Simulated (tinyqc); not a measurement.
RKS/BP86 in the sto-3g basis, for H2O, spin multiplicity 1, step by step (part 2 of 2). Computed by tinyqc, a small Python program that keeps every step (integrals from PySCF). Command: `OMP_NUM_THREADS=1 python tinyqc.py 23536 23537 out.jsonl` (the two numbers bound the seeds that draw the settings). One thread of a shared host (Intel(R) Xeon(R) Processor @ 2.60GHz), about 0.7 s of CPU time with the checks.

Geometry (angstrom):
```
atom         x          y         z
O     0.000000   0.000000  0.000000
H     0.000000   0.979000  0.857000
H     0.000000  -0.979000  0.857000
```

## Iteration 2: building the Kohn-Sham matrix

D after iteration 1:
```
            1O 1s      1O 2s    1O 2px     1O 2py     1O 2pz      2H 1s      3H 1s
1O 1s    2.127588  -0.558761  0.000000   0.000000  -0.026613   0.097286   0.097286
1O 2s   -0.558761   2.485026  0.000000   0.000000   0.094764  -0.612070  -0.612070
1O 2px   0.000000   0.000000  2.000000   0.000000   0.000000   0.000000   0.000000
1O 2py   0.000000   0.000000  0.000000   0.031310   0.000000   0.180956  -0.180956
1O 2pz  -0.026613   0.094764  0.000000   0.000000   0.026870   0.115948   0.115948
2H 1s    0.097286  -0.612070  0.000000   0.180956   0.115948   2.030864  -0.060800
3H 1s    0.097286  -0.612070  0.000000  -0.180956   0.115948  -0.060800   2.030864
```

core Hamiltonian H = T + V (hartree):
```
             1O 1s      1O 2s     1O 2px     1O 2py     1O 2pz      2H 1s      3H 1s
1O 1s   -32.428679  -7.543631   0.000000   0.000000  -0.011068  -0.771554  -0.771554
1O 2s    -7.543631  -9.056243   0.000000   0.000000  -0.138399  -2.002496  -2.002496
1O 2px    0.000000   0.000000  -7.224234   0.000000   0.000000   0.000000   0.000000
1O 2py    0.000000   0.000000   0.000000  -7.289737   0.000000  -1.173869   1.173869
1O 2pz   -0.011068  -0.138399   0.000000   0.000000  -7.274429  -1.057828  -1.057828
2H 1s    -0.771554  -2.002496   0.000000  -1.173869  -1.057828  -3.960207  -0.669388
3H 1s    -0.771554  -2.002496   0.000000   1.173869  -1.057828  -0.669388  -3.960207
```

nuclear repulsion = 6.77765281 hartree

V_xc (hartree):
```
            1O 1s      1O 2s     1O 2px     1O 2py     1O 2pz      2H 1s      3H 1s
1O 1s   -3.094555  -0.404109   0.000000   0.000000  -0.001586  -0.041817  -0.041817
1O 2s   -0.404109  -0.704591   0.000000   0.000000  -0.025088  -0.160587  -0.160587
1O 2px   0.000000   0.000000  -0.774510   0.000000   0.000000   0.000000   0.000000
1O 2py   0.000000   0.000000   0.000000  -0.661601   0.000000  -0.107470   0.107470
1O 2pz  -0.001586  -0.025088   0.000000   0.000000  -0.657006  -0.099331  -0.099331
2H 1s   -0.041817  -0.160587   0.000000  -0.107470  -0.099331  -0.540010  -0.057186
3H 1s   -0.041817  -0.160587   0.000000   0.107470  -0.099331  -0.057186  -0.540010
```

E_xc = sum of w rho eps_xc = -8.92012878 hartree

Given earlier and not repeated: Two-electron integrals (ij|kl) in chemists' order.

J_ij = sum D_kl (ij|kl); F = H + J + V_xc; E = tr D H + tr D J / 2 + E_xc + E_nn.

Coulomb J (hartree):
```
            1O 1s     1O 2s    1O 2px     1O 2py    1O 2pz     2H 1s      3H 1s
1O 1s   15.703399  2.891960  0.000000   0.000000  0.024567  0.295064   0.295064
1O 2s    2.891960  7.104806  0.000000   0.000000  0.254015  1.660205   1.660205
1O 2px   0.000000  0.000000  7.167509   0.000000  0.000000  0.000000   0.000000
1O 2py   0.000000  0.000000  0.000000   7.073509  0.000000  1.083440  -1.083440
1O 2pz   0.024567  0.254015  0.000000   0.000000  7.049713  1.002630   1.002630
2H 1s    0.295064  1.660205  0.000000   1.083440  1.002630  4.449347   0.610382
3H 1s    0.295064  1.660205  0.000000  -1.083440  1.002630  0.610382   4.449347
```

Kohn-Sham matrix F (hartree):
```
             1O 1s      1O 2s     1O 2px     1O 2py     1O 2pz      2H 1s      3H 1s
1O 1s   -19.819834  -5.055781   0.000000   0.000000   0.011913  -0.518307  -0.518307
1O 2s    -5.055781  -2.656028   0.000000   0.000000   0.090528  -0.502878  -0.502878
1O 2px    0.000000   0.000000  -0.831236   0.000000   0.000000   0.000000   0.000000
1O 2py    0.000000   0.000000   0.000000  -0.877829   0.000000  -0.197899   0.197899
1O 2pz    0.011913   0.090528   0.000000   0.000000  -0.881722  -0.154530  -0.154530
2H 1s    -0.518307  -0.502878   0.000000  -0.197899  -0.154530  -0.050869  -0.116192
3H 1s    -0.518307  -0.502878   0.000000   0.197899  -0.154530  -0.116192  -0.050869
```

total energy of this density = -73.88964735 hartree

## Iteration 2: diagonalisation and new density

X:
```
            1O 1s      1O 2s    1O 2px     1O 2py     1O 2pz      2H 1s      3H 1s
1O 1s    1.022926  -0.130340  0.000000   0.000000  -0.004615   0.014503   0.014503
1O 2s   -0.130340   1.087666  0.000000   0.000000   0.039823  -0.149808  -0.149808
1O 2px   0.000000   0.000000  1.000000   0.000000   0.000000   0.000000   0.000000
1O 2py   0.000000   0.000000  0.000000   1.035648   0.000000  -0.116937   0.116937
1O 2pz  -0.004615   0.039823  0.000000   0.000000   1.024122  -0.091119  -0.091119
2H 1s    0.014503  -0.149808  0.000000  -0.116937  -0.091119   1.065739  -0.044914
3H 1s    0.014503  -0.149808  0.000000   0.116937  -0.091119  -0.044914   1.065739
```

Diagonalise F' = X^T F X, C = X C', fill 5 alpha and 5 beta electrons from the bottom; D = 2 C_occ C_occ^T. Each column has its largest component positive (the first on a tie).

F' = X^T F X (hartree):
```
            1          2          3          4          5          6          7
1  -19.463012  -2.566501   0.000000   0.000000  -0.017212  -0.035614  -0.035614
2   -2.566501  -1.755566   0.000000   0.000000   0.124710  -0.209055  -0.209055
3    0.000000   0.000000  -0.831236   0.000000   0.000000   0.000000   0.000000
4    0.000000   0.000000   0.000000  -0.843877   0.000000  -0.135219   0.135219
5   -0.017212   0.124710   0.000000   0.000000  -0.858942  -0.099940  -0.099940
6   -0.035614  -0.209055   0.000000  -0.135219  -0.099940   0.113165  -0.046216
7   -0.035614  -0.209055   0.000000   0.135219  -0.099940  -0.046216   0.113165
```

orbital energies (hartree): MO1 -19.827916, MO2 -1.461248, MO3 -0.879091, MO4 -0.869027, MO5 -0.831236, MO6 0.147619, MO7 0.194595

coefficients C:
```
              MO1        MO2        MO3        MO4       MO5        MO6        MO7
1O 1s    0.994502  -0.261967   0.000000  -0.037617  0.000000   0.068794   0.000000
1O 2s    0.022990   1.023000   0.000000   0.143926  0.000000  -0.422733   0.000000
1O 2px   0.000000   0.000000   0.000000   0.000000  1.000000   0.000000   0.000000
1O 2py   0.000000   0.000000   0.988574   0.000000  0.000000   0.000000  -0.350195
1O 2pz   0.000449  -0.150601   0.000000   0.978013  0.000000  -0.296390   0.000000
2H 1s   -0.003398  -0.011048   0.027223   0.026597  0.000000   0.742399   0.793542
3H 1s   -0.003398  -0.011048  -0.027223   0.026597  0.000000   0.742399  -0.793542
```

D after iteration 2:
```
            1O 1s      1O 2s    1O 2px     1O 2py     1O 2pz      2H 1s      3H 1s
1O 1s    2.118152  -0.501086  0.000000   0.000000   0.006219  -0.002971  -0.002971
1O 2s   -0.501086   2.135546  0.000000   0.000000  -0.026587  -0.015104  -0.015104
1O 2px   0.000000   0.000000  2.000000   0.000000   0.000000   0.000000   0.000000
1O 2py   0.000000   0.000000  0.000000   1.954559   0.000000   0.053825  -0.053825
1O 2pz   0.006219  -0.026587  0.000000   0.000000   1.958380   0.055349   0.055349
2H 1s   -0.002971  -0.015104  0.000000   0.053825   0.055349   0.003164   0.000200
3H 1s   -0.002971  -0.015104  0.000000  -0.053825   0.055349   0.000200   0.003164
```

## Convergence

Stop when the energy changes by less than 1e-09 hartree and every element of the error matrix X^T (F D S - S D F) X is below 9e-06.

Course of the cycle:
```
iteration   E (hartree)     change  largest element of the error matrix
1          -73.62520210          -                             3.82e-01
2          -73.88964735  -2.64e-01                             6.04e-01
3          -74.07206606  -1.82e-01                             5.16e-01
4          -73.93937418   1.33e-01                             6.13e-01
5          -74.07974904  -1.40e-01                             5.17e-01
6          -73.93893654   1.41e-01                             6.13e-01
7          -74.07968574  -1.41e-01                             5.17e-01
8          -73.93893932   1.41e-01                             6.13e-01
9          -74.07968620  -1.41e-01                             5.17e-01
10         -73.93893929   1.41e-01                             6.13e-01
11         -74.07968619  -1.41e-01                             5.17e-01
12         -73.93893929   1.41e-01                             6.13e-01
13         -74.07968619  -1.41e-01                             5.17e-01
14         -73.93893929   1.41e-01                             6.13e-01
...                 ...        ...                                  ...
38         -73.93893929   1.41e-01                             6.13e-01
39         -74.07968619  -1.41e-01                             5.17e-01
40         -73.93893929   1.41e-01                             6.13e-01
41         -74.07968619  -1.41e-01                             5.17e-01
42         -73.93893929   1.41e-01                             6.13e-01
43         -74.07968619  -1.41e-01                             5.17e-01
44         -73.93893929   1.41e-01                             6.13e-01
45         -74.07968619  -1.41e-01                             5.17e-01
46         -73.93893929   1.41e-01                             6.13e-01
47         -74.07968619  -1.41e-01                             5.17e-01
48         -73.93893929   1.41e-01                             6.13e-01
49         -74.07968619  -1.41e-01                             5.17e-01
50         -73.93893929   1.41e-01                             6.13e-01
51         -74.07968619  -1.41e-01                             5.17e-01
```

PySCF RKS in the same basis, fine grid = -75.25718786 hartree

Not converged within the cap of 51 iterations: the residual has stopped falling: the iteration swings between two states. Reruns (cap 100 unless said): DIIS 8: converged in 10; damping 0.5: converged in 32; level shift 0.5: converged in 20; atomic densities as start, DIIS 8: converged in 8; the original settings with a cap of 400: not converged.
